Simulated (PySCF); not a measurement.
# Which functional comes closest?

Molecule: SMILES c1n[nH]cp1, C2H3N2P.

Atoms are numbered as in `[cH:1]1[n:2][nH:3][cH:4][p:5]1`. Hydrogens are named by the atom that carries them.

Geometry PBE0-D3(BJ)/def2-SVP throughout; GIAO in PySCF, gas phase, one conformer, non-relativistic; equivalent atoms averaged; basis pcSseg-2.

Reference values (measured; solution; Yu. Yu. Rusakov, I. L. Rusakova, Phys. Chem. Chem. Phys. 2023, supporting information (pecS-n basis sets for 31P)): δ(P5) = 82.8 ppm vs 85 % H3PO4. Computed shifts are taken against H3PO4, calculated as an isolated molecule at each level.

How do the functionals HF, LDA, PBE, BLYP, BP86, OPBE, KT2, KT3, B97-D, B3LYP, PBE0, mPW1PW91 perform against the reference? Times are CPU seconds on 1 thread of an Arm Neoverse V2, shared host; the GGAs took longer than the global hybrids here, which isn't the general rule, and the cause wasn't traced.

Answers


```csv
functional,kind,P5,abs. error P,core-s
HF,Hartree–Fock,95.7,12.9,7.5
LDA,LDA,96.6,13.8,17
PBE,GGA,82.6,0.2,20
BLYP,GGA,92.5,9.7,20
BP86,GGA,85.4,2.6,20
OPBE,GGA,69.7,13.1,20
KT2,GGA,57.0,25.8,20
KT3,GGA,61.4,21.4,20
B97-D,GGA,87.4,4.6,20
B3LYP,global hybrid,97.5,14.7,13
PBE0,global hybrid,87.7,4.9,13
mPW1PW91,global hybrid,90.9,8.1,13
```

For $^{31}$P the closest is PBE (0.2 ppm) and the furthest KT2 (25.8 ppm). One molecule is a small sample, and vibrational and solvent effects are absent from the calculation.
